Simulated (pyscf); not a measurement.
PySCF, gas phase, ωB97X-D3(BJ)/def2-SVP geometries.

SMILES: CC(C)(C)[O][Al]([OH])[OH]
```xyz
19

C      0.4483    -0.0108    -2.0977
C      0.2810     0.0546    -0.5756
C     -0.8864    -0.8317    -0.1279
C      1.5742    -0.3531     0.1306
O      0.0083     1.3987    -0.2009
Al    -1.2679     2.4262    -0.6381
O     -1.3352     4.0164    -0.0456
O     -2.4921     1.8647    -1.6781
H     -0.4861     0.2978    -2.5946
H      1.2582     0.6655    -2.4150
H      0.6966    -1.0306    -2.4321
H     -1.0276    -0.7433     0.9612
H     -1.8149    -0.5173    -0.6321
H     -0.7036    -1.8907    -0.3695
H      1.4506    -0.2632     1.2209
H      1.8504    -1.3918    -0.1101
H      2.3960     0.3119    -0.1768
H     -0.6841     4.3984     0.5462
H     -3.2402     2.3905    -1.9681
```

What is the homolytic dissociation enthalpy (298 K, ωB97M-D3(BJ)/def2-TZVP) of the C–O bond of H₃C–C(CH₃)(CH₃)–O–Al(OH)–OH, to H₃C–C•(CH₃)–CH₃ + •O–Al(OH)–OH?

C–O to H₃C–C•(CH₃)–CH₃ + •O–Al(OH)–OH: 4.27 eV. The 7 functionals that were run give +3.96 (r²SCAN) to +4.39 eV (M06-2X). The radicals are drawn with the spin at the cut bond; how far it spreads was not checked. Other isomers of H₃C–C•(CH₃)–CH₃, •O–Al(OH)–OH were not searched in full and may lie lower.
